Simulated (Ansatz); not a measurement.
`C=N/C(O)=N\C` + NH₃ → `C/N=C(\N)O` + `C=N` at 600 K and 1 bar (substitution at a C–N bond).

Isolated molecules relaxed with PBE0-D4/def2-TZVP in Ansatz; ΔE leaves out vibrations. CCSD(T)/CBS adds triple-zeta CCSD(T) − MP2 to the extrapolated MP2 energy (def2 sets, frozen cores). This one scheme is used for every species. Double bonds are as drawn, so ΔE can hold a change between cis and trans. One conformer a species, not always the lowest.

| species | CCSD(T)/CBS energy (Eh) | H − E (kJ/mol) | S (J/(mol·K)) |
| --- | --- | --- | --- |
| `C=N/C(O)=N\C` | -302.30073 | 312.2 | 427.1 |
| NH₃ | -56.50880 | 112.4 | 219.5 |
| `C/N=C(\N)O` | -264.28849 | 295.4 | 396.0 |
| `C=N` | -94.52360 | 129.6 | 259.4 |

H − E and S are ideal-gas, rigid-rotor, harmonic terms from PBE0-D4/def2-TZVP, for one conformer and one mirror image of each species. 1 Eh = 2625.50 kJ/mol, R = 8.31446 J/(mol·K).

Q: By hand: ΔE, ΔH, ΔS and ΔG.

A: ΔE = (-264.28849) + (-94.52360) − (-302.30073) − (-56.50880) = -0.00256 Eh = -6.7 kJ/mol. Δ(H − E) = 295.4 + 129.6 − 312.2 − 112.4 = 0.4, so ΔH = -6.3 kJ/mol. ΔS = 396.0 + 259.4 − 427.1 − 219.5 = 8.8 J/(mol·K). ΔG = -6.3 − 600 × (8.8)/1000 = -11.6 kJ/mol.

Q: By hand: the equilibrium constant, and the temperature at which ΔG would vanish if ΔH and ΔS stayed fixed.

A: log₁₀ K = −ΔG/(RT ln 10) = 1.0. ΔH and −TΔS have one sign here, so there is no such temperature.

TΔS isn't small against ΔH here. A doubt of 5 kJ/mol in ΔE shifts log₁₀ K by 0.4 here. Other conformers and mirror images would add mixing entropy, several J/(mol·K) or more a flexible species. Modes under 60 cm⁻¹, often nearly free rotors, make the harmonic entropy too high. These are equilibria of isolated gas molecules and say nothing of rates. Largest T1 diagnostic: 0.014 (customary marks: 0.02 for closed shells, 0.045 for open ones).

ΔS is within the doubt of such terms, so its sign, and with it that verdict, could turn.
